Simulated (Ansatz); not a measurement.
NiAgO₂: experiment and calculation

**Experimental background.**

“Orbital degeneracy removed by charge order in triangular antiferromagnet AgNiO2”, 2007, arxiv:0705.0668 reports, for a powder of NiAgO2 at 300 K: lattice constant a 2.93919 ± 0.00005 Å.

How close the calculation comes is told below.

These are results of Ansatz 0.2.0, DFT r2SCAN, scalar-relativistic, plane waves, PAW, not measurements.

Plane waves to 500 eV, a k mesh through Γ of 12×12×4 on the computed 8-atom cell and Gaussian smearing (0.10 eV); collinear spin from starting moments 1.08 1.08 0 0 0 0 0 0 μB.

Relaxed structure, symmetry kept:

```cif
data_structure
_symmetry_space_group_name_H-M 'P6_3/mmc'
_symmetry_Int_Tables_number 194
_cell_length_a 2.9240
_cell_length_b 2.9240
_cell_length_c 12.2241
_cell_angle_alpha 90.000
_cell_angle_beta 90.000
_cell_angle_gamma 120.000
_cell_volume 90.51
loop_
_atom_site_label
_atom_site_type_symbol
_atom_site_symmetry_multiplicity
_atom_site_Wyckoff_symbol
_atom_site_fract_x
_atom_site_fract_y
_atom_site_fract_z
_atom_site_occupancy
Ni1 Ni 2 a 0.00000 0.00000 0.50000 1
Ag1 Ag 2 c 0.66667 0.33333 0.75000 1
O1 O 4 f 0.33333 0.66667 0.42026 1
```

| Quantity | Value |
| --- | --- |
| Space group | P6_3/mmc (No. 194) |
| Volume per atom | 11.31 Å³ |
| Formation energy from the elements' standard states (uncorrected) | -0.804 eV/atom |
| Generalised Kohn–Sham band gap | none (metal) |
| Density of states at the Fermi level | 3.22 states/eV per cell |
| Löwdin character within 0.5 eV of the Fermi level | O 2p 52 %, Ni 3d 38 % |
| Bader charges (e) | Ni (2 in the cell) 1.43, Ag (2 in the cell) 0.53, O (4 in the cell) -0.98 |
| Total moment | 2.00 μB per cell |
| Site moments (μB; atoms counted from 1 over the whole cell) | Ni (atom 1) 0.98, Ni (atom 2) 0.98 |

The state reached may not be the lowest one. Moments started parallel, and an antiferromagnetic order may lie lower.

Only this magnetic start was tried.

Measured lattice constant a of NiAgO2: 2.93919 Å (300 K; powder; the paper above). This calculation gives 2.924 Å (-0.5 %). The calculation is for 0 K without zero-point motion. The calculated magnetic order may not be the real one, and cell, gap and energy hang on it, so these differences aren't the functional's alone.

Cost: 1 run of about 8.6 core-minutes, on Intel Xeon Processor @ 2.50GHz (Skylake/Cascade Lake) (shared hosts).